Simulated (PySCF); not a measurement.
**Ionising MgSi**

ROHF-CCSD(T); basis Mg aug-cc-pVDZ, Si aug-cc-pV(D+d)Z; no relativity; PySCF 2.14. Neutral (ROHF): triplet (π ↑↑), Re = 2.584 Å, ωe = 305 cm⁻¹, De = 0.86 eV.

MgSi⁺ (UHF): doublet (π ↑), Re = 2.748 Å, ωe = 269 cm⁻¹, De = 1.65 eV to Mg⁺ + Si. The energies at the minima are -488.59668 hartree for MgSi and -488.34881 for MgSi⁺.

Problem. Work out the adiabatic ionisation energy, without and with harmonic zero-point energies (1 hartree = 27.2114 eV, 1 eV = 8065.5 cm⁻¹), and the change of the bond length.

Solution. At CCSD(T): 0.24787 hartree = 6.745 eV between the minima; the zero-point term (269.0 − 305.0)/2 cm⁻¹ = -0.002 eV makes it 6.743 eV. Re changes by +16.4 pm against the neutral. The electron leaves a π orbital, and the longer bond of the ion fits a bonding orbital, or a change in how ionic the bond is.

Correlated steps freeze 6 core orbitals. UHF and ROHF references stand side by side, which adds small steps between rows. Correlated levels converge slowly with the basis: in double zeta they bind strong bonds too weakly, by up to about 1 eV, and carry superposition errors of some tenths. For an ion De counts to the pair picked by the measured ionisation energies or electron affinities, which need not be the lowest pair at this level. States were picked by a PBE0 search and need not be the measured ground states.

Neutral and ion stand on different kinds of reference determinant, which adds to the error of the difference.
